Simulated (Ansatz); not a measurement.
A made-up structure of CH3BCl (charge +1), singlet:

```tsv
atom	x (Å)	y (Å)	z (Å)
B1	-0.5716	-0.4174	-0.4107
C2	0.4117	0.4437	0.3752
Cl3	1.9523	0.0263	0.6264
H4	-1.2289	-1.2192	0.1839
H5	-0.6738	-0.2364	-1.5877
H6	-1.0058	-0.5801	0.6416
```

It is relaxed with PBE-D4/def2-SVP and then PBE0-D4/def2-TZVP (Ansatz 0.2.0). Atoms count as bonded within 1.22 times the sum of their covalent radii (H–H: 0.88 Å). The end point is not checked to be a true minimum.

Does its bonding change? (Judge from chemistry; the calculation decides.)

Computed: Yes. Formed: C2–H4; broken: B1–H4, H4–H6.

Where it ends: The first stage lowers the energy by 3.91 eV in 27 steps. It ends as CH₃BCl ([BH2][CH][Cl]), total charge +1:
```json
{"atom": "B1", "x (Å)": "-0.8972", "y (Å)": "-0.0579", "z (Å)": "-0.3268"}
{"atom": "C2", "x (Å)": "0.3817", "y (Å)": "-0.6755", "z (Å)": "0.2288"}
{"atom": "Cl3", "x (Å)": "1.7039", "y (Å)": "0.1859", "z (Å)": "0.5757"}
{"atom": "H4", "x (Å)": "0.4616", "y (Å)": "-1.7521", "z (Å)": "0.4210"}
{"atom": "H5", "x (Å)": "-1.0299", "y (Å)": "0.0099", "z (Å)": "-1.5129"}
{"atom": "H6", "x (Å)": "-1.7363", "y (Å)": "0.3066", "z (Å)": "0.4428"}
```

Labels in which every atom is bracketed show which atoms are joined, not bond orders.

For scale, one of the runs: PBE0-D4/def2-TZVP relaxation, 117 basis functions, launched by `ansatz run in.yaml --threads 2 --pin off --events-out ev --progress --plain --max-ram 4352MiB`. Hardware: 2 CPU threads of an Arm Neoverse V1, shared host. Wall time about 17 s.
